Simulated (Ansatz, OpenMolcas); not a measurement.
**Ansatz → OpenMolcas**

This Ansatz 0.2.0 job computes SiHCl (SMILES [SiH]Cl):

input.yaml:
```yaml
crystal:
  periodic: [false, false, false]
  atoms:
    - symbol: Si
      position_ang: [-0.548300, 0.570970, -0.233910]
    - symbol: Cl
      position_ang: [1.275420, 0.352820, 0.736230]
    - symbol: H
      position_ang: [-0.727130, -0.923790, -0.502320]
basis:
  gaussian: {orbitals: cc-pVTZ}
hamiltonian: {xc: {name: B2PLYP}}
correlation: {frozen_orbitals: {Cl: 5, H: 0, Si: 5}}
accuracy: high
output: {orbitals: {seedname: orbitals}}
```

```bash
$ ansatz run input.yaml --threads 1 --pin off --max-ram 3480MiB --events-out events.jsonl --progress --plain --runs-dir runs
```

Geometry: relaxed at PBE0-D4/def2-TZVP.

It gives a total energy of -750.063413 Eh.

Task: How is this level of theory, on these atoms, set up in OpenMolcas 26.06 as an input file of the program's own?

Result: One way, which was run:

test.inp:
```
>>> EXPORT MOLCAS_PRINT=2

&GATEWAY
  BasLib = $CurrDir
  Coord
  3
  bohr
  Si    -1.03613683     1.07897693    -0.44202584
  Cl     2.41019449     0.66673317     1.39127306
  H     -1.37407656    -1.74571010    -0.94924723
  Basis = cc-pVTZ
  Group = NoSym

&SEWARD
  GridInput
  Grid=UltraFine
  End of Grid

&SCF
  KSDFT = B2PLYP_SCF
  Thresholds = 1e-10 1e-07 1e-07 1e-05
  PrOrbitals = 1 2

&MBPT2
  Frozen = 10
```

```bash
$ export MOLCAS_MEM=1860
$ pymolcas test.inp > test.log
```

(Basis files named in the input come from the Basis Set Exchange and aren't shown.)

Its energy is -750.063413 Eh, the same as the first but for the last digit, at most.
